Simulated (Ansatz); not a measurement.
# Multireference treatment of C3H5O, doublet

Calculated in Ansatz's Gaussian-basis code. Basis cc-pVTZ, nonrelativistic, 4 orbitals frozen in the corrections. State-specific CASSCF; RHF is the lowest restricted (open-shell) Hartree–Fock solution met. Solutions may break the symmetry of the shape. No proof that the lowest CASSCF solution was found.

Geometry:

```xyz
9

O     0.0000   -1.7111   -0.4953
C     0.0000   -0.3450   -0.5676
C     0.0000    0.4075    0.5954
C     0.0000    1.7891    0.6468
H     0.0000   -2.0758   -1.3915
H     0.0000    0.1054   -1.5578
H     0.0000   -0.1571    1.5274
H     0.0000    2.3920   -0.2575
H     0.0000    2.3152    1.5945
```

Question: What do CASSCF and its corrections give against RHF in CAS(5,4), and what are the occupations?

Answer: CASSCF -1.035 eV, SC-NEVPT2 -19.822 eV; occupations 2.00, 1.91, 1.00, 0.09.

Question: How do single-reference totals in the same basis and frozen core stand against SC-NEVPT2 in CAS(5,4)?

Answer: CCSD(T) -1.608 eV. Coupled cluster stands on the determinant that it favours, which can lie over the RHF solution above, and is in doubt where the occupations are far from 0, 1 and 2.
